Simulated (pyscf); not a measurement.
Thermochemistry of product channels of HO–Ga(F)–F + H atom (H•) on the doublet surface, in eV, from ωB97M-D3(BJ)/def2-TZVP energies (ideal gas, 1 atm, RRHO with modes under 100 cm⁻¹ raised to 100, one conformer, R ln 2 for chiral ones without a mode under 150 cm⁻¹). Structures and frequencies: ωB97X-D3(BJ)/def2-SVP in PySCF.

| products | ΔE | ΔH(298 K) | ΔG(600 K) | ΔG(900 K) |
|---|---|---|---|---|
| [HO–Ga–F]• + hydrogen fluoride (HF) | -0.61 | -0.44 | -0.66 | -0.74 |
| •O–GaH–F + hydrogen fluoride (HF) | +1.11 | +1.16 | +0.95 | +0.87 |
| [HO–GaH]• + fluorine (F–F) | +5.79 | +5.85 | +5.63 | +5.55 |
| water (H₂O) + [F–Ga–F]• | -0.90 | -0.71 | -0.94 | -1.02 |
| •O–Ga(F)–F + hydrogen (H₂) | +0.70 | +0.67 | +0.61 | +0.58 |

These are energies of the channels, which say nothing of barriers. Elements up to Kr have no core potential and no relativistic terms here.
